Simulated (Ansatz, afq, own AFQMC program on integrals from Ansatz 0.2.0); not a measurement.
# Be2H2, singlet in cc-pVDZ along one coordinate

```xyz
4

Be    0.0000    0.0000    1.1696
Be    0.0000    0.0000   -1.1696
H     0.0000    0.0000    2.6667
H     0.0000    0.0000   -2.6667
```

All coordinates are scaled about the centre. Energies in kcal/mol count from this geometry (1.111) at the same level; the start stands on RHF, each point on the determinant named.

Basis cc-pVDZ. Noble-gas cores (and the filled d shells of Ga–Kr and In–Xe) are frozen. Ansatz 0.2.0 and our own AFQMC program on the same integrals; the CISD trial comes from CCSD amplitudes, and released means the phaseless constraint is let go. Error bars are statistical, one sigma.

Cautions, each for one point or more: (Q) is large, so the cluster series hasn't closed; (T) is large; CCSDT(Q) on the RHF determinant differs, perhaps since the unrestricted series falls towards higher spin; CCSDT(Q) on the UHF determinant differs, perhaps since the unrestricted series falls towards higher spin; cluster runs in doubt by the program's own checks; higher spins were not checked; restricted determinant unstable towards unrestricted; strong correlation; the ph-AFQMC/CISD walk drifts between its halves; the search met a lower determinant of the same kind, perhaps of another symmetry; unrestricted determinant spin contaminated; walk and cluster series may follow different spin states.

```json
{"scale of all distances": "0.879", "det.": "RHF", "T1": "0.006", "weight": "0.92", "⟨S²⟩": "pure", "B3LYP": "7.0", "CCSD": "9.7", "CCSD(T)": "9.8"}
{"scale of all distances": "1.323", "det.": "RHF", "T1": "0.017", "weight": "0.89", "⟨S²⟩": "pure", "B3LYP": "48.4", "CCSD": "49.0", "CCSD(T)": "48.6"}
{"scale of all distances": "1.502", "det.": "RHF", "T1": "0.028", "weight": "0.84", "⟨S²⟩": "pure", "B3LYP": "95.6", "CCSD": "96.1", "CCSD(T)": "94.6"}
{"scale of all distances": "1.775", "det.": "RHF†¶", "T1": "0.094", "weight": "0.22", "⟨S²⟩": "pure", "B3LYP": "146.0§", "CCSD": "141.9", "CCSD(T)": "95.2"}
{"scale of all distances": "2.019", "det.": "UHF‡¶", "T1": "0.095", "weight": "0.73", "⟨S²⟩": "1.50", "B3LYP": "163.1§", "CCSD": "150.4", "CCSD(T)": "151.0"}
{"scale of all distances": "2.441", "det.": "UHF‡¶", "T1": "0.098", "weight": "0.73", "⟨S²⟩": "1.36", "B3LYP": "171.2§", "CCSD": "151.3", "CCSD(T)": "152.2"}
```

**Question.** Estimate the curve of full CI, counted from the same start.

**Answer.** 
| scale of all distances | det. | T1 | weight | ⟨S²⟩ | FCI | ph-AFQMC/CISD | released AFQMC | CCSDT(Q) |
| --- | --- | --- | --- | --- | --- | --- | --- | --- |
| 0.879 | RHF | 0.006 | 0.92 | pure | 9.9 | 9.9 ± 0.1 | 10.0 ± 0.1 | 9.9 |
| 1.323 | RHF | 0.017 | 0.89 | pure | 48.3 | 48.1 ± 0.2 | 48.5 ± 0.2 | 48.3 |
| 1.502 | RHF | 0.028 | 0.84 | pure | 93.7 | 94.0 ± 0.3 | 94.4 ± 0.3 | 93.7 |
| 1.775 | RHF†¶ | 0.094 | 0.22 | pure | – | 141.6 ± 1.0 | 141.5 ± 0.9* | 172.2 |
| 2.019 | UHF‡¶ | 0.095 | 0.73 | 1.50 | – | 152.0 ± 0.2 | – | 151.2 |
| 2.441 | UHF‡¶ | 0.098 | 0.73 | 1.36 | – | 153.2 ± 0.2 | 153.1 ± 0.3* | 152.6 |

Weight is that of the determinant in the CISD state; at the start T1 is 0.009 and the weight 0.91. ¶ marks points with a poor determinant and no full CI, where no value is sure; they don't count among the departures. An asterisk marks released energies that aren't shown to be converged. A dagger marks points whose determinant fills other symmetries than the start's, so the wave-function levels may follow another state there, or a degenerate partner. A double dagger marks points where the walks on two determinants ended up to 6.7 kcal/mol apart; the lower is shown. Symmetry can't show for every point that it stays on the start's state. A dash marks a missing value, a released energy that hasn't settled or a functional that sits on another state. § marks a functional whose ⟨S²⟩ is too high by over 0.1. Largest departures from full CI where it is shown: CCSD(T) 1.0 kcal/mol at 1.502 (on RHF), ph-AFQMC/CISD 0.4 kcal/mol at 1.502 (on RHF) (within the noise), released AFQMC 0.7 kcal/mol at 1.502 (on RHF), CCSDT(Q) 0.0 kcal/mol at 1.502 (on RHF), B3LYP -2.9 kcal/mol at 0.879, CCSD 2.4 kcal/mol at 1.502 (on RHF). Functionals count only at points shown to share the start's state and spin. In this small basis the wave-function levels are far from their limit, so their gap to the functionals isn't the functionals' error.

CCSDT and higher add their correlation energy to the determinant of the CCSD(T) run, since their own runs factorise the integrals more tightly (a shift of under 2 meV). A walk keeps the symmetry of its determinant, which the program's search chose and which needn't be the lowest solution, so a lower state of the same spin and another symmetry isn't excluded.
